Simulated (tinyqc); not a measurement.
Inside a calculation (part 2 of 2). Method: CIS on RHF in the sto-6g basis, for H2F+, spin multiplicity 1. Computed by tinyqc, a small Python program that keeps every step (integrals from PySCF). Command: `OMP_NUM_THREADS=1 python tinyqc.py 24050 24051 out.jsonl` (the two numbers bound the seeds that draw the settings). One thread of a shared host (Intel(R) Xeon(R) Processor @ 2.60GHz), about 0.1 s of CPU time with the checks.

Geometry (angstrom):
```
atom         x          y         z
F     0.000000   0.000000  0.000000
H     0.000000   0.824000  0.654000
H     0.000000  -0.821000  0.652000
```

## CIS matrix, singlets

orbital energies (hartree): [-26.948988, -2.043878, -1.148062, -1.072199, -1.035762, -0.049981, 0.069220]

Given earlier and not repeated: Two-electron integrals over orbitals (pq|rs).

A(ia,jb) = (e_a - e_i) d_ij d_ab + 2 (ia|jb) - (ij|ab).

CIS matrix A, singlet (hartree), order 1>6, 1>7, 2>6, 2>7, 3>6, 3>7, 4>6, 4>7, 5>6, 5>7:
```
[[26.230134, 0.000274, 0.018331, -0.000261, -0.000174, 0.019120, -0.015135, 0.000133, 0.000000, 0.000000],
 [0.000274, 26.280684, -0.000258, 0.037862, 0.001619, 0.000464, 0.000005, -0.017771, 0.000000, 0.000000],
 [0.018331, -0.000258, 1.570898, 0.000671, -0.000043, -0.046638, 0.054310, 0.000991, 0.000000, 0.000000],
 [-0.000261, 0.037862, 0.000671, 1.619978, 0.035048, -0.000247, 0.001593, -0.032344, 0.000000, 0.000000],
 [-0.000174, 0.001619, -0.000043, 0.035048, 0.666478, -0.001590, 0.002327, -0.036649, 0.000000, 0.000000],
 [0.019120, 0.000464, -0.046638, -0.000247, -0.001590, 0.935411, -0.140213, -0.001340, 0.000000, 0.000000],
 [-0.015135, 0.000005, 0.054310, 0.001593, 0.002327, -0.140213, 0.652654, 0.000034, 0.000000, 0.000000],
 [0.000133, -0.017771, 0.000991, -0.032344, -0.036649, -0.001340, 0.000034, 0.670391, 0.000000, 0.000000],
 [0.000000, 0.000000, 0.000000, 0.000000, 0.000000, 0.000000, 0.000000, 0.000000, 0.483552, 0.000264],
 [0.000000, 0.000000, 0.000000, 0.000000, 0.000000, 0.000000, 0.000000, 0.000000, 0.000264, 0.556532]]
```

## CIS singlet states

dipole integrals <i|r|a> (bohr), order 1>6, 1>7, 2>6, 2>7, 3>6, 3>7, 4>6, 4>7, 5>6, 5>7:
```
[[0.000000, -0.000523, -0.030129],
 [0.000000, 0.038701, -0.000456],
 [0.000000, 0.000364, 0.058977],
 [0.000000, -0.080911, 0.001412],
 [0.000000, 0.770007, 0.006385],
 [0.000000, 0.013292, -0.597473],
 [0.000000, 0.013677, 0.487136],
 [0.000000, -0.617262, 0.003184],
 [-0.017739, 0.000000, 0.000000],
 [-0.000215, 0.000000, 0.000000]]
```

Diagonalise A (1 hartree = 27.211386 eV); each vector has its largest component positive (the first on a tie). The transition dipole is mu = sqrt2 sum c_ia <i|r|a>.

singlet excitation energies (eV): [13.158095, 15.144039, 16.157796, 17.189853, 19.120816, 26.836177, 42.963968, 44.148108, 713.759284, 715.135795]

lowest vectors, order 1>6, 1>7, 2>6, 2>7, 3>6, 3>7, 4>6, 4>7, 5>6, 5>7:
```
[[0.000000, 0.000000, 0.000291, 0.000001, -0.000009, -0.000999],
 [0.000000, 0.000000, -0.000008, 0.000434, 0.000471, -0.000019],
 [0.000000, 0.000000, -0.033554, -0.000931, -0.000609, 0.108016],
 [0.000000, 0.000000, -0.000675, -0.003343, 0.051791, 0.001402],
 [0.000000, 0.000000, -0.023653, 0.726733, -0.685427, -0.006802],
 [0.000000, 0.000000, 0.375322, 0.014286, -0.007022, 0.922606],
 [0.000000, 0.000000, 0.925971, 0.016460, -0.010710, -0.370232],
 [0.000000, 0.000000, -0.005020, 0.686565, 0.726183, -0.002968],
 [0.999993, 0.003611, 0.000000, 0.000000, 0.000000, 0.000000],
 [-0.003611, 0.999993, 0.000000, 0.000000, 0.000000, 0.000000]]
```

oscillator strengths 2/3 w |mu|^2: [0.000203, 0.000000, 0.039970, 0.015727, 0.900621, 0.691637]

## CIS matrix, triplets

A(ia,jb) = (e_a - e_i) d_ij d_ab - (ij|ab).

CIS matrix A, triplet (hartree), order 1>6, 1>7, 2>6, 2>7, 3>6, 3>7, 4>6, 4>7, 5>6, 5>7:
```
[[26.185125, -0.000029, 0.005873, -0.000002, -0.000157, 0.009119, -0.015950, -0.000146, 0.000000, 0.000000],
 [-0.000029, 26.248992, -0.000002, 0.006733, 0.009119, 0.000315, -0.000146, -0.003441, 0.000000, 0.000000],
 [0.005873, -0.000002, 1.413975, -0.000326, -0.002072, 0.087363, -0.066635, -0.000365, 0.000000, 0.000000],
 [-0.000002, 0.006733, -0.000326, 1.511244, 0.087363, 0.002657, -0.000365, -0.012342, 0.000000, 0.000000],
 [-0.000157, 0.009119, -0.002072, 0.087363, 0.542014, -0.000095, -0.001524, 0.050467, 0.000000, 0.000000],
 [0.009119, 0.000315, 0.087363, 0.002657, -0.000095, 0.612905, 0.050467, 0.001280, 0.000000, 0.000000],
 [-0.015950, -0.000146, -0.066635, -0.000365, -0.001524, 0.050467, 0.478203, 0.000625, 0.000000, 0.000000],
 [-0.000146, -0.003441, -0.000365, -0.012342, 0.050467, 0.001280, 0.000625, 0.564813, 0.000000, 0.000000],
 [0.000000, 0.000000, 0.000000, 0.000000, 0.000000, 0.000000, 0.000000, 0.000000, 0.432268, -0.000016],
 [0.000000, 0.000000, 0.000000, 0.000000, 0.000000, 0.000000, 0.000000, 0.000000, -0.000016, 0.518920]]
```

## CIS triplet states

Diagonalise A (1 hartree = 27.211386 eV); each vector has its largest component positive (the first on a tie).

triplet excitation energies (eV): [11.762602, 12.314820, 13.494205, 14.120540, 16.409497, 17.012429, 38.839095, 41.337520, 712.533938, 714.271619]

lowest vectors, order 1>6, 1>7, 2>6, 2>7, 3>6, 3>7, 4>6, 4>7, 5>6, 5>7:
```
[[0.000000, 0.000679, -0.000019, 0.000000, 0.000007, -0.000095],
 [0.000000, -0.000001, -0.000343, 0.000000, -0.000092, -0.000008],
 [0.000000, 0.096136, -0.002043, 0.000000, 0.003684, -0.073332],
 [0.000000, -0.001074, -0.075941, 0.000000, -0.046383, -0.003334],
 [0.000000, 0.025991, 0.797444, 0.000000, 0.596167, 0.011505],
 [0.000000, -0.345903, 0.020252, 0.000000, -0.030041, 0.931946],
 [0.000000, 0.932882, -0.022750, 0.000000, -0.017244, 0.353255],
 [0.000000, -0.012742, -0.597816, 0.000000, 0.800762, 0.034148],
 [1.000000, 0.000000, 0.000000, -0.000180, 0.000000, 0.000000],
 [0.000180, 0.000000, 0.000000, 1.000000, 0.000000, 0.000000]]
```
